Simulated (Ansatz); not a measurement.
System: Sb2Os (Pnnm, No. 58). Method: B3LYP (VWN-RPA form) (Ansatz, a program for electronic structure, PAW).

Settings: plane-wave cutoff 460 eV, 4×4×8 k mesh (along the axes of the cell as run), Fermi–Dirac smearing 0.01 eV, no spin polarisation, scalar-relativistic PAW data made under PBE.

Cell (measured lattice):

```xyz
6
Lattice="5.9381 0.0000 0.0000 0.0000 6.6961 0.0000 0.0000 0.0000 3.2044" Properties=species:S:1:pos:R:3 pbc="T T T"
Os     0.0000     0.0000     0.0000
Os     2.9691     3.3481     1.6022
Sb     1.0715     2.4032     0.0000
Sb     4.8666     4.2929     0.0000
Sb     4.0406     0.9449     1.6022
Sb     1.8975     5.7512     1.6022
```

Problem. What does this level give for the band gap, smallest direct gap on the k points sampled and direct gap at Γ?

Solution. 
band gap: 1.28 eV
smallest direct gap on the k points sampled: 1.82 eV
direct gap at Γ: 3.71 eV

Note: cell and atoms aren't relaxed at this level (largest force component 0.09 eV/Å, pressure 7.7 GPa).

Spin–orbit coupling is not included; with these elements it can move the gap by several tenths of an eV or more.
